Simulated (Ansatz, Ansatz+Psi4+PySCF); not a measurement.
```yaml
atoms:
  - { symbol: P, position_ang: [0.0000, 0.0000, 1.1594] }
  - { symbol: P, position_ang: [0.0000, 0.0000, -1.1594] }
```

Basis set: cc-pV(T+d)Z (spherical functions). Frozen core: 10 orbitals. Charge 0, multiplicity 1.

Computed with Ansatz (development build ahead of 0.2.0); the reference of a correlated method needn't be the lowest determinant of its kind. Restricted open shells among the atoms or ions are ROHF, correlated in semicanonical orbitals with singles.

Question: Give the atomization energy at this shape (free ground-state atoms in the same class of orbitals less the molecule, no zero-point energy) of singlet P₂ by RHF-CCSD(T), RHF-CCSD, RHF-MP2.

Answer:

```
     method  atomization energy
RHF-CCSD(T)             3.03 eV
   RHF-CCSD             2.34 eV
    RHF-MP2             3.28 eV
```

Caution: large amplitudes, a single reference is doubtful; stretched shape with no unrestricted run beside it, a lower state can exist; the shape is not the minimum; unrestricted orbitals would lower the determinant. Caution for RHF-CCSD(T), RHF-CCSD: the determinant is a saddle point; the program doubts this total. Caution for RHF-MP2: another reference gives a lower total; the determinant breaks the point group.
